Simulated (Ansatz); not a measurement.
Geometry optimisation, Ansatz, UKS PBE-D4/def2-SVP.

Input:

```yaml
crystal:
  periodic: [false, false, false]
  atoms:
    - { symbol: H, position_ang: [-0.844054, -1.030428, 0.968205] }
    - { symbol: C, position_ang: [0.627819, 0.281149, -0.352704] }
    - { symbol: C, position_ang: [1.74608, 0.275841, -0.876791] }
    - { symbol: "N", position_ang: [-1.48489, -0.264355, 0.745429] }
    - { symbol: H, position_ang: [2.728925, 0.311629, -1.334899] }
    - { symbol: H, position_ang: [-1.638834, -0.198649, -0.26613] }
    - { symbol: H, position_ang: [-1.134945, 0.624813, 1.116891] }
magnetization:
  spin_polarized: true
  initial_magnetization: 1
basis:
  gaussian: { orbitals: def2-SVP }
hamiltonian:
  xc: pbe
  dispersion: d4
relax:
  f_tol: 0.03
  max_steps: 50
```

Run as:

```bash
$ ansatz run input.yaml --threads 2 --pin off --max-ram 3072MiB --backend cpu --events-out ev --progress --plain --runs-dir out
```

Question: Where does it end, and by what steps?

Answer: The forces met the threshold. After 10 steps the energy has fallen by 0.010 eV; C2 moved furthest, 0.34 Å.

```
step  energy less start (eV)  largest force component (eV/Å)  accepted
   0                  0.0000                           0.143       yes
   1                 -0.0011                           0.043       yes
   2                 -0.0017                           0.032       yes
   3                 -0.0022                           0.035       yes
   4                  0.0067                           1.165        no
   5                 -0.0044                           0.062       yes
   6                 -0.0055                           0.249       yes
   7                 -0.0082                           0.269       yes
   8                 -0.0096                           0.039       yes
   9                 -0.0087                           0.182        no
  10                 -0.0100                           0.005       yes
```

```xyz
7
Properties=species:S:1:pos:R:3
H -0.581 -0.956 0.826
C 0.547 0.615 -0.351
C 1.633 0.228 -0.808
N -1.383 -0.328 0.706
H 2.610 0.067 -1.249
H -1.609 -0.202 -0.286
H -1.217 0.576 1.161
```

Whether the end is a true minimum wasn't checked by a vibrational analysis.

The run took 9.8 s on 2 threads of Arm Neoverse V2 (shared host), peak memory 0.12 GiB.
